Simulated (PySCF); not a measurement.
Species: C5H8S (charge +1 and doublet state).
Geometry (GFN2-xTB, Å), atoms numbered from 1 in this order:
```xyz
14
C5H8S angstrom
C      2.522   -0.492    0.175
S      1.574    0.976   -0.247
C     -0.058    0.473    0.285
C     -1.288    1.050   -0.305
C     -2.233   -0.023    0.127
C     -0.964   -0.421   -0.529
H      2.106   -1.366   -0.320
H      3.542   -0.323   -0.161
H      2.519   -0.641    1.253
H     -0.036    0.279    1.356
H     -1.409    1.868   -0.985
H     -3.147   -0.150   -0.440
H     -2.373   -0.207    1.187
H     -0.756   -1.023   -1.389
```

The hyperfine couplings belong to this conformer and change with its torsions.

As a line formula: `[C@@H]1([S+]C)[C@@H]2[C@H]1C2` [radical] (charge +1).

Level of theory: UKS B3LYP, pcH-1 on C H S, non-relativistic, mean-field spin-orbit, GIAO in PySCF 2.14.0. The structure is a single GFN2-xTB conformer in the gas phase; no vibrational or solvent corrections. GFN2-xTB frequencies show an imaginary mode (33i cm⁻¹), so this geometry is no minimum at that level. Couplings are sensitive to structure, and on GFN2-xTB geometries they can be far from those on DFT ones, by a factor of two or more for some ions and for spin on atoms past the first row. The SCF solution wasn't tested for stability.

Task: What is the g tensor, term by term?

Result: 
```
                    Δg (ppt)      1      2      3
relativistic mass correction  -0.21  -0.21  -0.21
            gauge correction   0.00   0.03   0.04
   orbital Zeeman/spin–orbit   0.42  10.94  26.08
                       total   0.21  10.77  25.91
```

So g = 2.00253, 2.01309, 2.02823 and g_iso = 2.01462; the tensor is rhombic: the two nearest values differ by 41 % of g3 − g1. 

Task: How much does each term add to the isotropic shift?

Result: The orbital-Zeeman/spin–orbit term 12.48, the mass correction -0.21 and the gauge correction 0.02 ppt, for a total of 12.30 ppt. The orbital-Zeeman/spin–orbit term is the largest in size. The mass correction is the same along every axis, so the anisotropy comes from the other two: their spans along these axes are 0.04 (gauge) and 25.66 ppt (orbital Zeeman/spin–orbit).

Task: What are the electron Larmor frequencies g μB B/h along the three axes at 330 mT?

Result: 9.2492, 9.2980, 9.3679 GHz for g1, g2 and g3, a range of 118.7 MHz.

Task: In a frozen sample, at which fields do the three g values resonate at 9.5, 34, 94 and 263 GHz (hyperfine left aside), and which band first spreads them over more than twice a line width of 1.0 mT?

Result: 
```
band    GHz  B(g3) mT  B(g2) mT  B(g1) mT  spread mT
   X    9.5    334.65    337.17    338.95       4.29
   Q   34.0   1197.71   1206.72   1213.08      15.37
   W   94.0   3311.31   3336.21   3353.80      42.49
   J  263.0   9264.61   9334.30   9383.51     118.89
```

The spread grows in proportion to the frequency. X band is the first where it exceeds 2.0 mT.

Largest spin populations (Mulliken): S2 (+0.63), C6 (+0.22), C4 (+0.09) and H10 (+0.09).

The HOMO–LUMO gaps are 7.64 eV among the α and 1.49 eV among the β orbitals.
